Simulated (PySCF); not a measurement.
Structure from 2D NMR

Compound of formula C2H2FN. Correlations simulated from computed shifts and couplings:

HSQC (one-bond C–H):
| δH | δC | 1J(C,H) (Hz) |
| --- | --- | --- |
| 4.90 | 70.4 | 163 |

HMBC (two and three bonds, |J| ≥ 2.5 Hz):
| δH | δC [abs. J in Hz] |
| --- | --- |
| 4.90 | 120.3 [5.9] |

Carbons without hydrogens: δ 120.3.

[PySCF 2.14.0 with density-fitted response routines: PBE0-D3(BJ)/def2-TZVP structure; B3LYP/pcJ-2 coupling constants; shieldings: GIAO B97-2/pcSseg-2; non-relativistic; single conformer; rapidly exchanging positions averaged; isolated molecule]

δ = σ(ref) − σ, references computed at the same level: 1H (31.64 ppm) and 13C (185.38 ppm) against TMS.

Exchangeable hydrogens are left out of these lists, and C,H couplings along chains are those of one rotamer, so weak HMBC peaks may be missing or extra.

Q: Work out the connectivity.

A: SMILES FCC#N.

Structure with atom numbers: `[N:1]#[C:2][CH2:3][F:4]` (H(Xn): hydrogen on atom n).

1. δC 120.3 is C2, a nitrile carbon.
2. δC 70.4 is C3, an sp3 CH2 bonded to F, α to a nitrile (δH 4.90).
3. HMBC from δH 4.90 reaches the proton-free carbon C2.

Common functionals overestimate the size of one-bond C–F couplings by tens of Hz; these are unscaled. Shifts are as computed. Against solution values, carbons near 30 ppm lie about +3 ppm off and those near 130 ppm about +7 ppm. Of 1211 compounds with measured shifts, 218 miss one by over three times the rms of a fit or turn the order of signals round; such compounds aren't used in these exercises.
